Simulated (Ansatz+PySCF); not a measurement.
The numbers below are computed, except where a source is named.
A run of Ansatz (development build ahead of 0.2.0) on doublet C2H4NO at this shape:

```xyz
8

H     2.1924   -0.0200    0.0296
C     1.2715   -0.6083    0.0095
C     0.0239    0.1300   -0.0003
N    -1.1208   -0.6401   -0.0413
H    -2.0155   -0.1604    0.0797
H     1.3378   -1.6862   -0.0221
H    -1.1132   -1.6272    0.1599
O    -0.0320    1.3585   -0.0028
```

Its results:

* Converged: yes
* Reference energy: -207.43040 hartree
* Correlation energy: -0.73582 hartree
* Total energy: -208.16621 hartree
* Spin squared of the determinant: 0.797
* Stability test: minimum

Forces (eV/Å):
```csv
atom,Fx,Fy,Fz
H1,-0.521,-0.321,-0.004
C2,1.193,-0.071,0.004
C3,-1.535,1.050,-0.011
N4,-0.139,0.298,0.201
H5,0.778,-0.206,-0.118
H6,-0.126,0.094,0.003
H7,0.160,0.193,-0.071
O8,0.189,-1.036,-0.003
```

**Question.** Which input gives this output? Name the method, the orbitals and the basis set, and write the input.

**Answer.** UHF-MP2 in cc-pVTZ.

```yaml
crystal:
  periodic: [false, false, false]
  atoms:
    - { symbol: H, position_ang: [2.19239, -0.01998, 0.02961] }
    - { symbol: C, position_ang: [1.27148, -0.60831, 0.00953] }
    - { symbol: C, position_ang: [0.02387, 0.12998, -0.00032] }
    - { symbol: "N", position_ang: [-1.12083, -0.64014, -0.04127] }
    - { symbol: H, position_ang: [-2.01553, -0.16036, 0.07972] }
    - { symbol: H, position_ang: [1.33781, -1.68616, -0.02213] }
    - { symbol: H, position_ang: [-1.11319, -1.62722, 0.1599] }
    - { symbol: O, position_ang: [-0.03202, 1.35847, -0.00281] }
basis:
  gaussian: { orbitals: cc-pVTZ }
magnetization:
  spin_polarized: true
  initial_magnetization: 1
hamiltonian:
  xc: hf
correlation:
  method: mp2
  frozen_orbitals: { C: 1, H: 0, "N": 1, O: 1 }
output:
  forces: true
```
